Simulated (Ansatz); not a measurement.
Eight cases of bond dissociation energy of first-row species (electronic energies, kJ/mol), geometries: B3LYP-D3(BJ)/def2-TZVP. Functionals by Ansatz (a quantum-chemistry and plane-wave program) in def2-TZVPD; columns hold the difference against the high level (Ansatz, AFQMC by cisd_afqmc): A = CCSD(T)/CBS(cc-pVQZ,cc-pV5Z) + [CCSDT(Q) - CCSD(T)]/cc-pVDZ + core + X2C; B = CCSD(T)/CBS(cc-pVTZ,cc-pVQZ) + [CCSDT(Q) - CCSD(T)]/cc-pVDZ + core + X2C. The cases were drawn at random from those of this class that have a high level and all functionals, leaving out states under which another spin lies or may lie. Left out are anions, K, Ca, elements past Kr, ionisation of Li, Na and Mg, pi-pi* triplets of linear molecules and other triplets made from a closed-shell parent. Runs that doubt their state, and full CI more than 15 mEh from coupled cluster, are set aside; a case stays where another high level and all functionals remain. AFQMC serves as high level only in triple zeta or larger, with a steady walk, a bar under 0.8 kcal/mol and agreement with other high levels or trials where they ran; where none ran, an unstable determinant or (outside 3d species) a high T1 diagnostic also bars it, so strongly correlated cases are thinned. No case was kept or dropped by the size of a functional's miss. Each difference is the functional minus the high level; affinities count positive where energy is released, gaps as the second state minus the first. Open shells are spin-unrestricted; no spin-orbit coupling. CBS(X,Y): correlation extrapolated as X^-3, Hartree-Fock from the larger set (Q,5: extrapolated as (X+1)exp(-9√X)). A bracket is a step between two methods taken in the basis named. The functionals are non-relativistic, so their misses hold any scalar relativity. 'core' is core correlation in cc-pwCVTZ, 'X2C' scalar relativity in cc-pVTZ-DK, both at CCSD(T). For partners of very few electrons the exact lower level stands in for a higher one. The UHF reference of C3H5 ([CH2]C=C, doublet) is spin-contaminated (<S^2> up to 0.20 over the pure value in the sets run). The UHF reference of C3H3 (C#C[CH2], doublet) is spin-contaminated (<S^2> up to 0.21 over the pure value in the sets run). The UHF reference of C3H3 ([CH]=C=C, doublet) is spin-contaminated (<S^2> up to 0.21 over the pure value in the sets run). The UHF reference of C2H4NO (CC([NH])=O, doublet) is spin-contaminated (<S^2> up to 0.14 over the pure value in the sets run). The UHF reference of C3H5 (C=[C]C, doublet) is spin-contaminated (<S^2> up to 0.16 over the pure value in the sets run).

| case | level | value |
|---|---|---|
| C3H6O (SMILES C=CCO) → C3H5 (SMILES C=C[CH2], doublet) + HO (SMILES [OH], doublet) | B | 356.4 |
| BHF2 (SMILES FBF) → BHF (SMILES [BH]F, doublet) + F (doublet) | A | 741.6 |
| C3H8O (SMILES C(O)CC) → C2H5 (SMILES [CH2]C, doublet) + CH3O (SMILES O[CH2], doublet) | B | 385.7 |
| C4H6 (SMILES C#CCC) → C3H3 (SMILES C#C[CH2], doublet) + CH3 (SMILES [CH3], doublet) | B | 359.6 |
| C3H4 (SMILES C=C=C) → C3H3 (SMILES [CH]=C=C, doublet) + H (doublet) | A | 409.4 |
| C2H5NO (SMILES CC(N)=O) → C2H4NO (SMILES CC([NH])=O, doublet) + H (doublet) | B | 500.5 |
| C3H6 (prop-1-ene, SMILES CC=C) → C3H5 (SMILES C=[C]C, doublet) + H (doublet) | B | 481.6 |
| CH5N (SMILES CN) → CH3 (SMILES [CH3], doublet) + NH2 (SMILES [NH2], doublet) | A | 385.1 |

Problem. Predict the difference of PBE, wB97M-V, PBE0 for each case and sum up.

Solution. 
| case | PBE | wB97M-V | PBE0 |
|---|---|---|---|
| C3H6O (SMILES C=CCO) → C3H5 (SMILES C=C[CH2], doublet) + HO (SMILES [OH], doublet) | -6.3 | -4.0 | -21.2 |
| BHF2 (SMILES FBF) → BHF (SMILES [BH]F, doublet) + F (doublet) | -7.7 | -4.4 | -25.9 |
| C3H8O (SMILES C(O)CC) → C2H5 (SMILES [CH2]C, doublet) + CH3O (SMILES O[CH2], doublet) | -26.3 | -5.3 | -24.9 |
| C4H6 (SMILES C#CCC) → C3H3 (SMILES C#C[CH2], doublet) + CH3 (SMILES [CH3], doublet) | -22.6 | -1.6 | -21.5 |
| C3H4 (SMILES C=C=C) → C3H3 (SMILES [CH]=C=C, doublet) + H (doublet) | -9.4 | 2.9 | -10.4 |
| C2H5NO (SMILES CC(N)=O) → C2H4NO (SMILES CC([NH])=O, doublet) + H (doublet) | -28.7 | -1.0 | -15.8 |
| C3H6 (prop-1-ene, SMILES CC=C) → C3H5 (SMILES C=[C]C, doublet) + H (doublet) | -25.7 | -3.1 | -22.3 |
| CH5N (SMILES CN) → CH3 (SMILES [CH3], doublet) + NH2 (SMILES [NH2], doublet) | 1.4 | 2.3 | -8.9 |
PBE: mean -15.7, mean absolute 16.0, median absolute 16.0, largest -28.7; wB97M-V: mean -1.8, mean absolute 3.1, median absolute 3.0, largest -5.3; PBE0: mean -18.9, mean absolute 18.9, median absolute 21.3, largest -25.9 kJ/mol. PBE lies above in 1 and below in 7 of the eight.
